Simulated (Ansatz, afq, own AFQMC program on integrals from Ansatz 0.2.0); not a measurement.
# AlH$_{4}$, quartet in 6-31G, levels against full CI

```xyz
5

Al   -0.0599    0.0001   -0.1328
H     0.4487    0.0018    1.9858
H    -0.3171   -0.0089    1.9564
H     0.7333    1.3833   -0.1888
H     0.7376   -1.3801   -0.1993
```

Basis 6-31G. Noble-gas cores (and the filled d shells of Ga–Kr and In–Xe) are frozen. AFQMC by an in-house program on the Cholesky factors that Ansatz 0.2.0 writes for its CCSD(T) run. ph-AFQMC/CISD is guided by a CISD state made of CCSD amplitudes; releasing the constraint for a short imaginary time cuts its bias at the price of noise, slowly where states lie close. Uncertainties: one standard error, sampling alone.

Determinant: UHF, the one that the program's search chose, which needn't be the lowest solution. The geometry is a PBE0/def2-TZVP stationary point of this or a neighbouring charge and spin state.

Full CI on the same integrals is exact in this basis and with this determinant's frozen core.

Cautions: another spin lies lower (by 5.70 eV); unrestricted determinant slightly spin contaminated (⟨S²⟩ 3.80 against 3.75); the CCSD(T) amplitudes may be one of several solutions (largest double 0.11); the CCSDT(Q) amplitudes may be one of several solutions (largest double 0.12); the CCSDTQ amplitudes may be one of several solutions (largest double 0.12).

```
T1 diagnostic                               : 0.0232
weight of the determinant in the CISD state : 0.919
⟨S²⟩ of the determinant                     : 3.802
size of the correlated space                : 7 electrons in 16 orbitals
```

Reference: full CI, correlation energy -1.894 eV. The released energy is read at 2.40 1/Eh (meV from the phaseless value at times in 1/Eh: -0.8 ± 0.6 at 0.24, -1.9 ± 0.5 at 0.51, -3.3 ± 0.4 at 0.99, -5.0 ± 0.5 at 1.62, -6.3 ± 0.4 at 2.40).

| level | E − E(reference) (kJ/mol) | share of correlation (%) |
| --- | --- | --- |
| HF | 182.7 | 0.00 |
| MP2 | 71.0 | 61.17 |
| CCSD | 2.7 | 98.55 |
| CCSD(T) | 0.9 | 99.52 |
| CCSDT | 0.0 | 99.98 |
| CCSDT(Q) | 0.0 | 99.99 |
| CCSDTQ | 0.0 | 100.00 |
| ph-AFQMC/CISD | 0.9 ± 0.07 | 99.52 |
| released AFQMC | 0.3 ± 0.04 | 99.86 |

CCSDT and higher add their correlation energy to the determinant of the CCSD(T) run, since their own runs factorise the integrals more tightly (a shift of under 2 meV). Released energies are given only where the last usable release times agree within the noise; a slower fall can still hide under it.
